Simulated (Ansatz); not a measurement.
**How the LO phonon frequency at L of rock-salt KBr moves with the method**

No measured value is used here.

Question: Put these levels in order of the LO phonon frequency at L that they give for rock-salt KBr, smallest first: LDA (Ansatz, a first-principles code), PBE (Ansatz), r²SCAN (Ansatz).

Answer: PBE (135 cm⁻¹), r²SCAN (144 cm⁻¹), LDA (155 cm⁻¹)

Unless a cell is named, each level is at its own relaxed cell (LDA 32.34, PBE 37.68, r²SCAN 36.08 Å³/atom).

Each level is taken at its own relaxed cell. Cutoffs differ between the levels. Ansatz's density-functional and Hartree–Fock values are scalar-relativistic unless marked +SOC, with PAW data made under PBE.
